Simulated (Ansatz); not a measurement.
System: bcc Ba. Method: PBEsol (Ansatz, a first-principles code, PAW).

Settings: plane-wave cutoff 520 eV, 16×16×16 k mesh, Fermi–Dirac smearing 0.05 eV, scalar-relativistic PAW data made under PBE.

Pressure at four volumes; x = ln(V/58.298 Å³). One pressure is withheld.

```tsv
V (Å³/atom)	x	P (GPa)
54.800	-0.0619	0.588
58.298	0.0000	-0.025
60.630	0.0392	-0.362
61.796	0.0583	?
```

Problem. Pass a parabola P(x) through the three rows shown, estimate the bulk modulus and its pressure derivative near zero pressure, and predict the withheld pressure.

Solution. Slopes between the rows: (-0.025 − (0.588))/(0.0000 − (-0.0619)) = -9.90 and (-0.362 − (-0.025))/(0.0392 − (0.0000)) = -8.60 GPa. Their difference over the span 0.1011 is c = 1.30/0.1011 = 12.9 GPa, so P(x) = 0.588 + (-9.90)(x − (-0.0619)) + 12.9 (x − (-0.0619))(x − (0.0000)). At the middle row B = −dP/dx = −[-9.90 + 12.9 × 0.0619] = 9.1 GPa, and B′ = dB/dP = 2c/B = 2.8. At x = 0.0583 the parabola gives -0.512 GPa; the run gives -0.513 GPa. The Birch–Murnaghan fit to the energies at all volumes has B0 = 9.16 GPa and B′ = 2.8.

Measured, for comparison: bulk modulus 9.34 GPa (corrected for temperature and zero-point phonon effects, our sources range from 9.34 to 10.6; as tabulated in Levämäki et al. (2014), arXiv:1402.3671). Computed (rounded) less measured: bulk modulus -2 % (-2 % to -14 % over the range).

Spin–orbit coupling is not included.
